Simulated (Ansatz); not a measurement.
Geometry optimisation, Ansatz, RKS B3LYP/def2-SVP.

The input (input.yaml):

```yaml
crystal:
  periodic: [false, false, false]
  atoms:
    - { symbol: C, position_ang: [-0.77822, 1.12739, 0.79559] }
    - { symbol: O, position_ang: [-0.63897, 0.6531, -0.54534] }
    - { symbol: S, position_ang: [-0.62773, -0.8378, -0.92125] }
    - { symbol: O, position_ang: [1.2901, -1.30165, -0.76253] }
    - { symbol: H, position_ang: [0.16845, 1.58172, 1.09298] }
    - { symbol: H, position_ang: [-1.55069, 1.89711, 0.78275] }
    - { symbol: H, position_ang: [-1.04764, 0.33027, 1.48838] }
    - { symbol: H, position_ang: [1.43323, -2.15201, -0.30957] }
    - { symbol: H, position_ang: [1.75147, -1.29813, -1.62102] }
total_charge: 1
basis:
  gaussian: { orbitals: def2-SVP }
hamiltonian:
  xc: b3lyp
relax:
  f_tol: 0.015
  max_steps: 40
```

Command:

```bash
$ ansatz run input.yaml --threads 1 --pin off --max-ram 2048MiB --backend cpu --events-out ev --progress --plain --runs-dir out
```

Task: Where does it end, and by what steps?

Result: It converged. Limits of this set-up: the dipole of an ion depends on the origin. After 6 steps the energy has fallen by 0.060 eV; H8 moved furthest, 0.17 Å.

| step | energy less start (eV) | largest force component (eV/Å) | accepted |
| --- | --- | --- | --- |
| 0 | 0.0000 | 1.377 | yes |
| 1 | -0.0431 | 0.726 | yes |
| 2 | -0.0576 | 0.220 | yes |
| 3 | -0.0592 | 0.076 | yes |
| 4 | -0.0595 | 0.029 | yes |
| 5 | -0.0596 | 0.015 | yes |
| 6 | -0.0597 | 0.007 | yes |

```xyz
9
Properties=species:S:1:pos:R:3
C -0.779 1.125 0.821
O -0.661 0.670 -0.567
S -0.655 -0.851 -0.957
O 1.267 -1.288 -0.807
H 0.205 1.513 1.116
H -1.515 1.938 0.797
H -1.106 0.299 1.467
H 1.504 -2.028 -0.212
H 1.740 -1.379 -1.659
```

Time of the run: 26 s on 1 thread of Arm Neoverse V1, on a shared host, peak memory 0.16 GiB.
